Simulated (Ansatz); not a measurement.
Scan of [H···H···O], triplet

Starting geometry:

```xyz
3

H     0.0000    0.0000   -0.9937
H     0.0000    0.0000   -0.2487
O     0.0000    0.0000    1.2423
```

From there H2 is moved from one fragment to the other while all else, the fragments' distance too, stays fixed; atoms are numbered as listed. Energies are in eV, counted from the starting geometry at the same level. Kohn–Sham curves are unrestricted where that lies lower.

Basis cc-pVTZ; Ansatz 0.2.0. Correlated methods freeze the noble-gas cores. Prefix R: restricted or restricted open-shell reference; prefix U: unrestricted.

Full CI isn't at hand for all of this; UCCSDT(Q) serves as the reference, and is uncertain by about the last step of the cluster series.

```csv
distance H1-H2 (Å),RPA-PBE
0.693,0.040
0.745,0.000
0.817,0.056
0.888,0.156
0.960,0.235
1.031,0.248
1.103,0.191
1.174,0.100
1.246,0.054
```

**Question.** Estimate the UCCSDT(Q) curve in cc-pVTZ from this one, knowing how RPA-PBE errs.

**Answer.** The computed UCCSDT(Q) values, in eV from the starting point, and the error of RPA-PBE against them:
```
distance H1-H2 (Å)  UCCSDT(Q)  RPA-PBE less UCCSDT(Q)
             0.693      0.024                   0.016
             0.745      0.000                   0.000
             0.817      0.086                  -0.030
             0.888      0.216                  -0.059
             0.960      0.308                  -0.073
             1.031      0.308                  -0.060
             1.103      0.216                  -0.025
             1.174      0.087                   0.013
             1.246      0.010                   0.044
```

The error spans 0.117 eV and is largest, -0.073 eV, at 0.960 Å.
